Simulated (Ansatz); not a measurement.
C3H7NO can be A, `CNC(C)=O`, or B, `COC(C)=N`.

Calculated with Ansatz (gas phase, PBE0-D4/def2-TZVP geometries, no zero-point term in ΔE). CBS: MP2 limit from def2 TZ/QZ plus the TZ coupled-cluster correction, frozen cores. DFT in def2-TZVPP. One conformer a species, not always the lowest.

Question: Which isomer does CCSD(T)/CBS put lower? Give the gap. (Estimate.)

Answer: Computed: A, by 15.7 kcal/mol.

Question: Give E(B) − E(A) in kcal/mol with ωB97M-V, CCSD(T)/def2-TZVPP, MP2/def2-TZVPP, PBE0-D4, PBE-D4, r2SCAN-D4, B2PLYP. (Estimate.)

Answer: Ansatz gave: ωB97M-V 16.4, CCSD(T)/def2-TZVPP 15.3, MP2/def2-TZVPP 16.6, PBE0-D4 18.1, PBE-D4 18.1, r2SCAN-D4 17.6, B2PLYP 17.0. None reverses the order clearly.

Largest T1 diagnostic: 0.014.
